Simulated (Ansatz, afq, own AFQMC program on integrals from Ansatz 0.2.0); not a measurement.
Integrals from Ansatz 0.2.0, then the random walk in our own AFQMC program (afq).

```yaml
crystal:
  periodic: [false, false, false]
  atoms:
    - {symbol: Si, position_ang: [0.000000, 0.000000, 0.554993]}
    - {symbol: O, position_ang: [0.000000, 0.000000, -1.121434]}
    - {symbol: H, position_ang: [0.000000, 1.331946, 1.168229]}
    - {symbol: H, position_ang: [0.000000, -1.331946, 1.168229]}
basis:
  gaussian: {orbitals: cc-pVDZ}
magnetization: {spin_polarized: true, initial_magnetization: 2}
correlation: {method: ccsd_t, electrons: outside_noble_gas, hamiltonian_folder: ham}
```

```sh
$ ansatz run in.yaml --threads 1 --pin off --events-out ev --progress --plain --max-ram 1382MiB
```

Options of the walk:

```
--method phaseless --trial cisd --walkers 60 --populations 1 --least-time 40 --time-step 0.005 --steps-per-block 50 --equilibration-blocks 28 --max-blocks 300 --target-error 0.00042 --factor-cut 1e-05 --start spin_pure --seed 8589 --release-times 0.24,0.51,0.99,1.62,2.4 --release-step 0.03 --release-every 4 --taylor-order 6
```

Times are imaginary, in 1/Eh. The walk had a cap of 1252 s.

afq prints:

```
orbitals 36  electrons 7 5  factors 265 of 398
reference energy -364.86278494 Eh
CCSD correlation -0.25884383 Eh in 12 cycles, weight of the determinant in the CISD state 0.8915
energy of the start -365.120783 Eh
 block  time / (1/Eh)  mean weight  energy / Eh
     1     0.250  1.0018  -365.118695
     2     0.500  0.9976  -365.121477
     3     0.750  1.0012  -365.121906
     4     1.000  1.0007  -365.120345
     5     1.250  1.0009  -365.126874
     7     1.750  1.0006  -365.125312
     9     2.250  0.9985  -365.130830
    11     2.750  1.0027  -365.127354
    21     5.250  0.9975  -365.122965
    31     7.750  1.0005  -365.123423
    41    10.250  1.0007  -365.127817
    51    12.750  1.0015  -365.122258
    61    15.250  1.0014  -365.128672
    71    17.750  1.0018  -365.124739
    81    20.250  0.9990  -365.126959
    91    22.750  1.0007  -365.124864
   101    25.250  0.9984  -365.130473
   111    27.750  0.9986  -365.125716
   121    30.250  0.9990  -365.125746
   131    32.750  0.9999  -365.142716
   141    35.250  1.0008  -365.125915
   151    37.750  1.0024  -365.127666
   161    40.250  1.0001  -365.127389
   171    42.750  0.9993  -365.131273
   181    45.250  1.0014  -365.125905
   191    47.750  1.0015  -365.125296
   201    50.250  1.0003  -365.126526
   211    52.750  0.9975  -365.128666
   221    55.250  0.9986  -365.122852
   226    56.500  1.0007  -365.126428
blocks merged  error / Eh  count
     1  0.000281  200
     2  0.000330  100
     4  0.000348  50
     8  0.000395  25
    16  0.000439  12
released: time / (1/Eh)  energy / Eh  error  mean overlap
  0.24  -365.128413  0.000498  1.0008
  0.51  -365.129496  0.000460  0.9890
  0.99  -365.128131  0.000465  1.0116
  1.62  -365.128140  0.000565  1.0235
  2.40  -365.128678  0.000768  1.0082
energy -365.128186 +/- 0.000395 Eh
(rows thinned)
```

The run passed its tests (sampling time, drift between the halves within three errors, error under three times the target), which doesn't prove that it has relaxed.

Against this walk (error 10.7 meV) on the same determinant: CCSD(T) 28.9 meV higher, CCSDT(Q) 13.0 meV lower (within the noise). The error is statistical and leaves out the bias of the constraint. Released to 2.40 1/Eh the energy moves by -13 ± 23 meV (both errors), within twice the noise.

Cautions: constraint bias not in the error; lower spins were not checked.

The walk took 5.7 min on 1 thread of Arm Neoverse V2, on a shared host. The log's last line is the phaseless energy.

CCSDT and higher add their correlation energy to the determinant of the CCSD(T) run, since their own runs factorise the integrals more tightly (a shift of under 2 meV). A walk keeps the symmetry of its determinant, which the program's search chose and which needn't be the lowest solution, so a lower state of the same spin and another symmetry isn't excluded.
